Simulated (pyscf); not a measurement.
Concerted two-bond exchange: H₂C=C=CH₂ + HF -> HC≡C–CH₃ + HF

Gas phase, singlet surface, charge 0. Bonds broken: C1–H4, F8–H9. Bonds formed: C3–H9, H4–F8. Optimised with ωB97X-D3(BJ)/def2-SVP in PySCF. MP2 and CC: frozen core, UHF for open shells. ΔMP2 is the change of the MP2 total energy from the triple- to the quadruple-zeta basis.

Transition state (Å):

```xyz
9

C      0.8515     0.4120    -0.3981
C     -0.2719    -0.1476    -0.2615
C     -1.4335    -0.3865     0.4527
H      0.6384     0.9809     0.7658
H      1.6946     0.4908    -1.0754
H     -1.5435    -1.3695     0.9272
H     -2.3608     0.0639     0.0774
F     -0.0065     1.2611     1.8580
H     -0.8551     0.4579     1.3205
```

One imaginary mode, 2096i cm⁻¹; descent along it reached the two sides named, in the forms told below.

```
bond   change  reactant side (Å)  saddle  product side
-----  ------  -----------------  ------  ------------
C1–H4  breaks              1.095   1.313         2.218
F8–H9  breaks              0.930   1.286         2.505
C3–H9   forms              2.327   1.342         1.100
H4–F8   forms              2.578   1.299         0.933
```

Electronic energies relative to the separated reactants (kcal/mol):

| level | barrier | reaction energy | reverse barrier |
|---|---|---|---|
| ωB97X-D3(BJ)/def2-TZVP | 46.0 | +0.2 | 45.8 |
| PBE/def2-TZVP | 35.9 | +3.2 | 32.8 |
| r²SCAN/def2-TZVP | 38.5 | +2.5 | 36.0 |
| B3LYP-D3(BJ)/def2-TZVP | 44.1 | +2.1 | 42.1 |
| PBE0-D3(BJ)/def2-TZVP | 41.4 | +1.8 | 39.6 |
| M06-2X/def2-TZVP | 46.4 | -0.5 | 46.9 |
| ωB97M-D3(BJ)/def2-TZVP | 45.7 | +0.3 | 45.4 |
| HF/def2-TZVP | 68.1 | -1.6 | 69.8 |
| MP2/def2-QZVPP | 46.3 | -4.7 | 51.0 |
| CCSD/def2-TZVPP | 53.6 | -1.5 | 55.1 |
| CCSD(T)/def2-TZVPP | 49.5 | -1.2 | 50.7 |
| CCSD(T)/def2-TZVPP + ΔMP2(QZVPP) | 49.2 | -1.3 | 50.5 |

With CCSD(T)/def2-TZVPP + ΔMP2(QZVPP) energies and thermal terms (ideal gas, 1 atm, RRHO with modes under 100 cm⁻¹ raised to 100, one conformer, R ln 2 for chiral ones without a mode under 150 cm⁻¹), in kcal/mol:

```json
[
 {"T (K)": "298", "ΔH‡": "45.9", "ΔG‡": "55.5", "ΔH": "-0.7", "ΔG": "-1.0"},
 {"T (K)": "600", "ΔH‡": "45.6", "ΔG‡": "65.4", "ΔH": "-0.8", "ΔG": "-1.2"},
 {"T (K)": "900", "ΔH‡": "46.0", "ΔG‡": "75.2", "ΔH": "-0.8", "ΔG": "-1.5"},
 {"T (K)": "1200", "ΔH‡": "46.7", "ΔG‡": "84.8", "ΔH": "-0.9", "ΔG": "-1.7"}
]
```

On the reactant side the descent ends in a complex, 5.1 kcal/mol under the separated species and 51.1 kcal/mol under the saddle at ωB97X-D3(BJ)/def2-TZVP. On the product side the descent ends in a complex, 6.5 kcal/mol under the separated species and 52.3 kcal/mol under the saddle at ωB97X-D3(BJ)/def2-TZVP. This is the saddle that the search found; another between the same sides may lie lower. The CCSD(T) − MP2 part came from Ansatz, without density fitting, on the same reference.
